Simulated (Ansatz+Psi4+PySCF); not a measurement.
Results of a calculation; reference values are marked as such.
Input for PySCF 2.14.0:

```python
from pyscf import gto, scf, mp

# the (T+d) and (D+d) sets load through basis_set_exchange
mol = gto.M(atom="""
C 0.000000 0.000000 -1.348060
S 0.000000 0.000000 0.505520
""", basis={'C': 'cc-pvtz', 'S': 'cc-pv(t+d)z'}, charge=0, spin=0)
mf = scf.RHF(mol)
mf.kernel()
pt = mp.MP2(mf, frozen=6).run()
print(mf.e_tot, pt.e_corr, pt.e_tot)
```

The script is written out from the run's settings.

The run gave:

```json
{
 "Converged": "yes",
 "Reference energy": "-435.27540 hartree",
 "Correlation energy": "-0.32336 hartree",
 "Total energy": "-435.59876 hartree",
 "Spin squared of the determinant": "0.000"
}
```

Caution: large amplitudes, a single reference is doubtful; stretched shape with no unrestricted run beside it, a lower state can exist; unrestricted orbitals would lower the determinant.
